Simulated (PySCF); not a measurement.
# cyclohexene: calculation against experiment

**Measured values to compare with.**

From NIST CCCBDB Release 22 (SRD 101), experimental dipoles, for the gas: dipole moment 0.331 D.

How close the calculation comes is told at the end.

Compound: cyclohexene, C6H10.
SMILES with atom numbers: `[CH:1]1=[CH:2][CH2:3][CH2:4][CH2:5][CH2:6]1` (hydrogens: H7 on C1; H8 on C2; H9, H10 on C3; H11, H12 on C4; H13, H14 on C5; H15, H16 on C6)

Structure used (GFN2-xTB), in Å, numbered top down from 1:
```
atom  x, y, z in Å
C1    -0.009    1.502    0.341
C2     1.186    0.940    0.283
C3     1.404   -0.508   -0.030
C4     0.159   -1.137   -0.650
C5    -1.072   -0.753    0.162
C6    -1.286    0.757    0.093
H7    -0.111    2.555    0.563
H8     2.077    1.522    0.480
H9     2.257   -0.614   -0.705
H10    1.662   -1.034    0.896
H11    0.039   -0.774   -1.674
H12    0.268   -2.223   -0.688
H13   -0.922   -1.052    1.202
H14   -1.956   -1.272   -0.214
H15   -2.038    1.067    0.823
H16   -1.668    1.034   -0.896
```

The PySCF runs (gas phase, on this GFN2-xTB geometry; no spin–orbit coupling):

| level | job | basis functions |
| --- | --- | --- |
| PBE0/pcSseg-1 | shieldings, charges and field gradients | 152 |
| CAM-B3LYP/def2-SVPD | 8 singlets by full TDDFT, 3 Tamm–Dancoff triplets, polarisability | 200 |
| B3LYP/pcJ-1 | spin–spin couplings from 16 perturbed nuclei, spin–dipole term left out | 262 |

**Comparison with experiment**

**Dipole moment.** Measured: 0.331 D (NIST CCCBDB Release 22 (SRD 101), experimental dipoles).

```csv
level,computed (D),computed − measured (D),% (from the printed values)
PBE0/pcSseg-1,0.309,-0.022,-7
CAM-B3LYP/def2-SVPD,0.309,-0.022,-7
B3LYP/pcJ-1,0.290,-0.041,-12
```

All 3 levels lie below the measurement. The computed dipoles belong to one fixed geometry; measured ones are averaged over vibrations unless marked μe. Magnitudes are compared, not signs.

No measured geometry was used, and the causes of the misses weren't examined.
